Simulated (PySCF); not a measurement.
Basis-set dependence of excited states

Species: CH3Li.
SMILES: `[CH3][Li]`

TDDFT with PBE0 (PySCF), vertical singlets, core orbitals frozen in the response, spherical d and f functions. Geometry: PBE0-D3(BJ)/def2-SVP; no solvent, vibrations or thermal averaging.

Question: How do the low singlets change with the basis? Take 6-31G*, def2-SVP, 6-31+G*, def2-SVPD, def2-TZVP, aug-cc-pVDZ, def2-TZVPD and aug-cc-pVTZ.

Answer: 

| basis | functions | diffuse | S1 (eV) | S2 (eV) | S3 (eV) | S4 (eV) | S5 (eV) | LUMO (eV) | α (au) |
| --- | --- | --- | --- | --- | --- | --- | --- | --- | --- |
| 6-31G* | 34 | no | 2.99 | 4.23 | 4.23 | 5.16 | 6.63 | -0.92 | 32.4 |
| def2-SVP | 38 | no | 2.94 | 4.90 | 4.90 | 5.34 | 6.57 | -0.93 | 29.0 |
| 6-31+G* | 42 | yes | 3.03 | 4.15 | 4.15 | 4.53 | 4.75 | -1.05 | 34.5 |
| def2-SVPD | 56 | yes | 2.97 | 4.16 | 4.16 | 4.78 | 5.80 | -1.05 | 34.7 |
| def2-TZVP | 63 | no | 3.00 | 4.55 | 4.55 | 5.47 | 6.60 | -1.03 | 33.1 |
| aug-cc-pVDZ | 73 | yes | 2.98 | 4.14 | 4.14 | 4.55 | 4.79 | -1.12 | 37.4 |
| def2-TZVPD | 81 | yes | 3.00 | 4.18 | 4.18 | 4.71 | 6.00 | -1.06 | 36.6 |
| aug-cc-pVTZ | 161 | yes | 2.98 | 4.14 | 4.14 | 4.56 | 4.81 | -1.09 | 37.0 |

States are compared by their number. Against the largest diffuse basis here (aug-cc-pVTZ, itself not a converged limit), sets without diffuse functions differ by up to 0.04 eV in S1 and 1.82 eV in S5; the smaller diffuse sets differ by up to 0.04 and 1.20 eV. State by state, the largest deviation of a set without diffuse functions is S1 0.04, S2 0.76, S3 0.76, S4 0.91, S5 1.82 eV. The same number needn't mean the same state in each row. Against aug-cc-pVTZ the polarisability deviates by -13% in 6-31G*, -22% in def2-SVP, -7% in 6-31+G*, -6% in def2-SVPD, -11% in def2-TZVP, +1% in aug-cc-pVDZ, -1% in def2-TZVPD. A single + in a Pople set puts diffuse functions on heavy atoms only.
